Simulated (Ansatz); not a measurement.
C$_{5}$H$_{10}$, SMILES `C=CC(C)C` at its PBE0-D4/def2-TZVP geometry, where that method's forces vanish. The species carries charge 0 and has multiplicity 1.

```xyz
15

C     1.1231    1.0595   -1.4053
C    -0.0608    0.9244   -0.8240
C    -0.3661    0.1666    0.4326
C     0.8535   -0.4572    1.0874
C    -1.4407   -0.8839    0.1559
H     2.0235    0.6189   -0.9919
H     1.2341    1.6233   -2.3241
H    -0.9255    1.3915   -1.2942
H    -0.7976    0.8912    1.1384
H     1.3150   -1.1994    0.4296
H     0.5716   -0.9647    2.0127
H     1.6086    0.2932    1.3318
H    -1.7443   -1.3837    1.0791
H    -1.0640   -1.6439   -0.5341
H    -2.3303   -0.4359   -0.2938
```

(1) What forces (eV/Å) does PBE-D4/def2-TZVPP give on these atoms in Ansatz 0.2.0? (Best estimate.)

Results:

(1) Ansatz gave: 
```
C1   0.320  0.046 -0.173
C2  -0.297 -0.023  0.170
C3   0.035  0.020 -0.034
C4   0.018 -0.003  0.039
C5  -0.054 -0.020  0.004
H6   0.200 -0.087  0.076
H7   0.040  0.115 -0.196
H8  -0.198  0.096 -0.095
H9  -0.098  0.147  0.147
H10  0.097 -0.146 -0.125
H11 -0.044 -0.104  0.184
H12  0.160  0.138  0.051
H13 -0.067 -0.105  0.179
H14  0.069 -0.152 -0.135
H15 -0.182  0.077 -0.092
```
